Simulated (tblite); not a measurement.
Isomers of C4H5N2 (doublet state). Method: GFN2-xTB as coded in tblite; computed harmonic values from a numerical Hessian at the method's own geometry, unscaled. Against measured fundamentals such values can be off by several per cent, at times by over 20. One conformer each. Open shells enter through the occupations alone, without spin polarisation, and single modes of such species can be off by tens of per cent.

Electronic energies: GFN2-xTB at the same geometries; isomer energies are rough at this level and their order can be wrong.

```tsv
SMILES	electronic energy, lowest = 0 (kJ/mol)
[N]=CC[C@@H]1C=N1	196.2
[H]/[C]=C\N=C/N=C	158.0
[H]/[C]=N/C=N\C=C	55.6
[H]/N=[C]/C[C@H]1C=N1	194.3
C=[C]/N=C\N=C	0.0
```

Problem. How do GFN2-xTB zero-point energies change the relative energies?

Solution. 
```
               SMILES  ZPE (kJ/mol)  of it from modes above 1550 cm⁻¹  electronic (kJ/mol)  with ZPE, lowest = 0 (kJ/mol)  lowest mode (cm⁻¹)  rings
        C=[C]/N=C\N=C         204.0                             104.3                  0.0                            0.0                  98      0
    [H]/[C]=N/C=N\C=C         205.4                             113.0                 55.6                           57.0                  65      0
    [H]/[C]=C\N=C/N=C         204.4                             120.3                158.0                          158.3                  93      0
[H]/N=[C]/C[C@H]1C=N1         211.2                             114.5                194.3                          201.4                  37      1
    [N]=CC[C@@H]1C=N1         208.9                             111.5                196.2                          201.0                  55      1
```

The zero-point energies span 7.2 kJ/mol, from `C=[C]/N=C\N=C` to `[H]/N=[C]/C[C@H]1C=N1`. The lowest isomer stays, but the order above it changes.

Problem. What do entropy and thermal enthalpy add at 298.15 K and 1 bar (rigid rotor, harmonic oscillator, one conformer each)?

Solution. 
```json
{"SMILES": "C=[C]/N=C\\N=C", "point group": "C1", "symmetry number": "1", "S (J/(mol K))": "340.8", "H − H(0) (kJ/mol)": "20.44", "ZPE + H − H(0) − TS (kJ/mol)": "122.9"}
{"SMILES": "[H]/[C]=N/C=N\\C=C", "point group": "C1", "symmetry number": "1", "S (J/(mol K))": "345.9", "H − H(0) (kJ/mol)": "20.40", "ZPE + H − H(0) − TS (kJ/mol)": "122.7"}
{"SMILES": "[H]/[C]=C\\N=C/N=C", "point group": "C1", "symmetry number": "1", "S (J/(mol K))": "338.5", "H − H(0) (kJ/mol)": "20.01", "ZPE + H − H(0) − TS (kJ/mol)": "123.5"}
{"SMILES": "[H]/N=[C]/C[C@H]1C=N1", "point group": "C1", "symmetry number": "1", "S (J/(mol K))": "342.7", "H − H(0) (kJ/mol)": "19.50", "ZPE + H − H(0) − TS (kJ/mol)": "128.5"}
{"SMILES": "[N]=CC[C@@H]1C=N1", "point group": "C1", "symmetry number": "1", "S (J/(mol K))": "341.2", "H − H(0) (kJ/mol)": "19.36", "ZPE + H − H(0) − TS (kJ/mol)": "126.5"}
```

S holds R ln(2S + 1) for the spin.
